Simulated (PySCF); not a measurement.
# C2Si at FCI/STO-6G

Aim: the vertical singlet–triplet gap of C2Si at FCI/STO-6G, from 2 runs. 

The results are computed with PySCF 2.14.0.

29 further runs of the same task are left out: 10 that didn't finish, 19 set aside as unsound or not needed.

## (1) The molecule

The species is C2Si (3 atoms), meant as a singlet with charge 0. The coordinates come from a GFN2-xTB relaxation.

Bond lengths: C1–C2 1.259 Å, C2–Si3 1.781 Å. Angles: C1–C2–Si3 180.0°.

## (2) The energy at FCI/STO-6G

run.py

```python
from pyscf import gto, mcscf

system = gto.M(
    atom=[
    ('C', (-1.111830, 0.737510, -0.522770)),
    ('C', (-0.135170, 0.089220, -0.063600)),
    ('Si', (1.247000, -0.826740, 0.586370)),
],
    basis='sto-6g',
    verbose=4,
    max_memory=1860,
)

myscf = system.RHF()
myscf.conv_tol = 1e-10
myscf.kernel()
if not myscf.converged:
    myscf = myscf.newton().run(myscf.mo_coeff, myscf.mo_occ)

cas = mcscf.CASCI(myscf, myscf.mo_coeff.shape[-1] - 7, (system.nelec[0] - 7, system.nelec[1] - 7))  # full CI above the frozen core
cas.fix_spin_(ss=0.0)
cas.kernel()
e_final = cas.e_tot
print('E = %.10f Eh' % e_final)
```

Command:

```bash
$ OMP_NUM_THREADS=1 python run.py
```

The log of the run:

```text
PySCF version 2.14.0

[INPUT] num. atoms = 3
[INPUT] num. electrons = 26
[INPUT] charge = 0
[INPUT] spin (= nelec alpha-beta = 2S) = 0
[INPUT] symmetry False subgroup None
[INPUT] Mole.unit = angstrom
[INPUT] Symbol           X                Y                Z      unit          X                Y                Z       unit  Magmom
[INPUT]  1 C     -1.111830000000   0.737510000000  -0.522770000000 AA   -2.101054197075   1.393691914128  -0.987892126139 Bohr   0.0
[INPUT]  2 C     -0.135170000000   0.089220000000  -0.063600000000 AA   -0.255434280257   0.168601364834  -0.120186581522 Bohr   0.0
[INPUT]  3 Si     1.247000000000  -0.826740000000   0.586370000000 AA    2.356488477333  -1.562312176223   1.108078707661 Bohr   0.0

nuclear repulsion = 54.7130620891418
number of shells = 11
number of NR pGTOs = 114
number of NR cGTOs = 19
basis = sto-6g
ecp = {}

******** <class 'pyscf.scf.hf.RHF'> ********
method = RHF
initial guess = minao
damping factor = 0
level_shift factor = 0
DIIS = <class 'pyscf.scf.diis.CDIIS'>
diis_start_cycle = 1
diis_space = 8
diis_damp = 0
SCF conv_tol = 1e-10
SCF conv_tol_grad = None
SCF max_cycles = 50
direct_scf = True
direct_scf_tol = 1e-13
Set gradient conv threshold to 1e-05
Initial guess from minao.
init E= -363.21596317097
  HOMO = -0.173538466050003  LUMO = 0.0502210922357139  gap/eV = 6.08881
cycle= 1 E= -363.108516645741  delta_E= 0.107  |g|= 0.377  |ddm|= 2.75
  HOMO = -0.120974611820482  LUMO = 0.109952396063772  gap/eV = 6.28384
cycle= 2 E= -363.130492864308  delta_E= -0.022  |g|= 0.371  |ddm|= 1.29
  HOMO = -0.240288524554768  LUMO = 0.153941209954767  gap/eV = 10.72754
cycle= 3 E= -363.194137395734  delta_E= -0.0636  |g|= 0.0477  |ddm|= 0.585
  HOMO = -0.247458508995092  LUMO = 0.161873690560381  gap/eV = 11.13850
cycle= 4 E= -363.195433963062  delta_E= -0.0013  |g|= 0.0181  |ddm|= 0.159
  HOMO = -0.248885191716816  LUMO = 0.160709905030983  gap/eV = 11.14565
cycle= 5 E= -363.195579014521  delta_E= -0.000145  |g|= 0.00609  |ddm|= 0.0274
  HOMO = -0.246489936693748  LUMO = 0.160017108632948  gap/eV = 11.06162
cycle= 6 E= -363.195595748076  delta_E= -1.67e-05  |g|= 0.00101  |ddm|= 0.0149
  HOMO = -0.24690189252624  LUMO = 0.160274555658769  gap/eV = 11.07984
cycle= 7 E= -363.195596505206  delta_E= -7.57e-07  |g|= 0.000283  |ddm|= 0.0028
  HOMO = -0.246829683788934  LUMO = 0.160230020990276  gap/eV = 11.07666
cycle= 8 E= -363.195596567964  delta_E= -6.28e-08  |g|= 9.53e-05  |ddm|= 0.000862
  HOMO = -0.246795405159045  LUMO = 0.160210254939403  gap/eV = 11.07519
cycle= 9 E= -363.195596574509  delta_E= -6.55e-09  |g|= 5.34e-06  |ddm|= 0.000384
  HOMO = -0.246797963031977  LUMO = 0.160211217142242  gap/eV = 11.07528
cycle= 10 E= -363.195596574528  delta_E= -1.88e-11  |g|= 2.2e-07  |ddm|= 2.06e-05
  HOMO = -0.246797858074692  LUMO = 0.160211176401024  gap/eV = 11.07528
Extra cycle  E= -363.195596574528  delta_E= -2.27e-13  |g|= 1.07e-07  |ddm|= 5.18e-07
converged SCF energy = -363.195596574528

******** <class 'pyscf.mcscf.casci.CASCI'> ********
CAS (6e+6e, 12o), ncore = 7, nvir = 0
natorb = False
canonicalization = True
sorting_mo_energy = False
******** <class 'pyscf.fci.addons.SpinPenaltyFCISolver'> ********
max. cycles = 200
conv_tol = 1e-08
davidson only = True
linear dependence = 1e-12
level shift = 0.001
max iter space = 12
nroots = 1
pspace_size = 400
spin = None
Density matrix diagonal elements [1.9834176  1.96854289 1.94484828 1.95608208 1.8722749  1.87227486
 0.10771896 0.10771903 0.0628926  0.06289257 0.0441785  0.01715773]
CASCI converged
CASCI E = -363.401634836415  E(CI) = -28.7200121799468  S^2 = 0.0000000
E = -363.4016348364 Eh
```

Wall time 22 s (1 thread of Arm Neoverse V2, shared host); peak memory 0.3 GiB.

## (3) The triplet

mol.xyz

```xyz
3

C     -1.111830     0.737510    -0.522770
C     -0.135170     0.089220    -0.063600
Si     1.247000    -0.826740     0.586370
```

input.py

```python
from pyscf import gto, mcscf

mol = gto.M(
    atom='mol.xyz',
    basis='sto-6g',
    spin=2,
    max_memory=1860,
    charge=0,
    verbose=4,
)

mf = mol.ROHF()
mf.conv_tol = 1e-10
mf.kernel()
if not mf.converged:
    mf = mf.newton().run(mf.mo_coeff, mf.mo_occ)

cas = mcscf.CASCI(mf, mf.mo_coeff.shape[-1] - 7, (mol.nelec[0] - 7, mol.nelec[1] - 7))  # full CI above the frozen core
cas.fix_spin_(ss=2.0)
cas.kernel()
e_final = cas.e_tot
print('E = %.10f Eh' % e_final)
```

Command:

```bash
$ OMP_NUM_THREADS=1 python input.py
```

The log of the run:

```text
PySCF version 2.14.0

[INPUT] num. atoms = 3
[INPUT] num. electrons = 26
[INPUT] charge = 0
[INPUT] spin (= nelec alpha-beta = 2S) = 2
[INPUT] symmetry False subgroup None
[INPUT] Mole.unit = angstrom
[INPUT] Symbol           X                Y                Z      unit          X                Y                Z       unit  Magmom
[INPUT]  1 C     -1.111830000000   0.737510000000  -0.522770000000 AA   -2.101054197075   1.393691914128  -0.987892126139 Bohr   0.0
[INPUT]  2 C     -0.135170000000   0.089220000000  -0.063600000000 AA   -0.255434280257   0.168601364834  -0.120186581522 Bohr   0.0
[INPUT]  3 Si     1.247000000000  -0.826740000000   0.586370000000 AA    2.356488477333  -1.562312176223   1.108078707661 Bohr   0.0

nuclear repulsion = 54.7130620891418
number of shells = 11
number of NR pGTOs = 114
number of NR cGTOs = 19
basis = sto-6g
ecp = {}

******** <class 'pyscf.scf.rohf.ROHF'> ********
method = ROHF
initial guess = minao
damping factor = 0
level_shift factor = 0
DIIS = <class 'pyscf.scf.diis.CDIIS'>
diis_start_cycle = 1
diis_space = 8
diis_damp = 0
SCF conv_tol = 1e-10
SCF conv_tol_grad = None
SCF max_cycles = 50
direct_scf = True
direct_scf_tol = 1e-13
num. doubly occ = 12  num. singly occ = 2
Set gradient conv threshold to 1e-05
init E= -363.21596317097

WARN: HOMO 0.0502210922357139 >= LUMO 0.0502211068273859

cycle= 1 E= -363.06431583243  delta_E= 0.152  |g|= 0.218  |ddm|= 2.07
  HOMO = 0.00553416786785865  LUMO = 0.152718887727035  gap/eV = 4.00510
cycle= 2 E= -363.079778406364  delta_E= -0.0155  |g|= 0.314  |ddm|= 0.864
  HOMO = 0.0379483872721351  LUMO = 0.185439805866887  gap/eV = 4.01345
cycle= 3 E= -363.133833040608  delta_E= -0.0541  |g|= 0.0904  |ddm|= 0.31
  HOMO = 0.0455960875096892  LUMO = 0.196287218399494  gap/eV = 4.10051
cycle= 4 E= -363.152186447824  delta_E= -0.0184  |g|= 0.107  |ddm|= 0.359
  HOMO = 0.0529426976679279  LUMO = 0.206226464336448  gap/eV = 4.17106
cycle= 5 E= -363.160607752808  delta_E= -0.00842  |g|= 0.0407  |ddm|= 0.242
  HOMO = 0.0553981569280579  LUMO = 0.20893162669088  gap/eV = 4.17786
cycle= 6 E= -363.161374330886  delta_E= -0.000767  |g|= 0.0161  |ddm|= 0.121
  HOMO = 0.0567948400151197  LUMO = 0.211115931703246  gap/eV = 4.19929
cycle= 7 E= -363.162114313764  delta_E= -0.00074  |g|= 0.00719  |ddm|= 0.118
  HOMO = 0.0559641206890902  LUMO = 0.210432250078851  gap/eV = 4.20329
cycle= 8 E= -363.162191149311  delta_E= -7.68e-05  |g|= 0.00124  |ddm|= 0.0317
  HOMO = 0.0560752656896886  LUMO = 0.210651986660691  gap/eV = 4.20625
cycle= 9 E= -363.162195017499  delta_E= -3.87e-06  |g|= 0.000644  |ddm|= 0.00972
  HOMO = 0.056034775073758  LUMO = 0.210601266752318  gap/eV = 4.20597
cycle= 10 E= -363.162195803021  delta_E= -7.86e-07  |g|= 0.000181  |ddm|= 0.00214
  HOMO = 0.0560345262744717  LUMO = 0.210590257251428  gap/eV = 4.20568
cycle= 11 E= -363.162195865954  delta_E= -6.29e-08  |g|= 5.01e-05  |ddm|= 0.000781
  HOMO = 0.0560411155439318  LUMO = 0.210594145968996  gap/eV = 4.20560
cycle= 12 E= -363.162195870447  delta_E= -4.49e-09  |g|= 3.37e-05  |ddm|= 0.0002
  HOMO = 0.0560371835374456  LUMO = 0.210586952399502  gap/eV = 4.20551
cycle= 13 E= -363.16219587259  delta_E= -2.14e-09  |g|= 9.37e-06  |ddm|= 0.000135
  HOMO = 0.0560387553591553  LUMO = 0.210587006725697  gap/eV = 4.20547
cycle= 14 E= -363.162195872676  delta_E= -8.61e-11  |g|= 2.31e-06  |ddm|= 2.56e-05
  HOMO = 0.0560393830838084  LUMO = 0.210587319044836  gap/eV = 4.20546
Extra cycle  E= -363.162195872682  delta_E= -5.8e-12  |g|= 1.37e-06  |ddm|= 9.2e-06
converged SCF energy = -363.162195872682

******** <class 'pyscf.mcscf.casci.CASCI'> ********
CAS (7e+5e, 12o), ncore = 7, nvir = 0
natorb = False
canonicalization = True
sorting_mo_energy = False
******** <class 'pyscf.fci.addons.SpinPenaltyFCISolver'> ********
max. cycles = 200
conv_tol = 1e-08
davidson only = True
linear dependence = 1e-12
level shift = 0.001
max iter space = 12
nroots = 1
pspace_size = 400
spin = None
Density matrix diagonal elements [1.9804981  1.97110076 1.88146749 1.93097703 1.87035252 1.02426356
 1.00223551 0.08214423 0.12060338 0.08845523 0.03181161 0.01609059]
CASCI converged
CASCI E = -363.364975671402  E(CI) = -28.6854882024729  S^2 = 2.0000000
E = -363.3649756714 Eh
```

Run time: 21 s. Hardware: 1 thread of Arm Neoverse V2, shared host; peak memory 0.25 GiB.

## (4) Summary of results

Level: FCI/STO-6G, 7 core orbitals frozen.

| quantity | value |
| --- | --- |
| singlet: total energy | -363.40163 Eh |
| singlet: dipole moment (Hartree–Fock density) | 5.56 D |
| singlet: HOMO energy (Hartree–Fock orbitals) | -6.72 eV |
| singlet: LUMO energy (Hartree–Fock orbitals) | 4.36 eV |
| singlet: HOMO–LUMO gap (Hartree–Fock orbitals) | 11.08 eV |
| singlet: correlation energy (7 core orbitals frozen) | -206.0 mEh |
| triplet: total energy | -363.36498 Eh |
| triplet: dipole moment (Hartree–Fock density) | 0.76 D |
| triplet: correlation energy (7 core orbitals frozen) | -202.8 mEh |
| vertical energy of the triplet above the singlet | 0.998 eV |

**Reading.** At this shape the triplet lies 1.00 eV (23.0 kcal/mol) above the singlet. In a minimal basis such a difference can be off by several eV, whatever the method. Mulliken charges (triplet) of the mean-field density run from -0.35 on C2 to +0.39 on Si3.
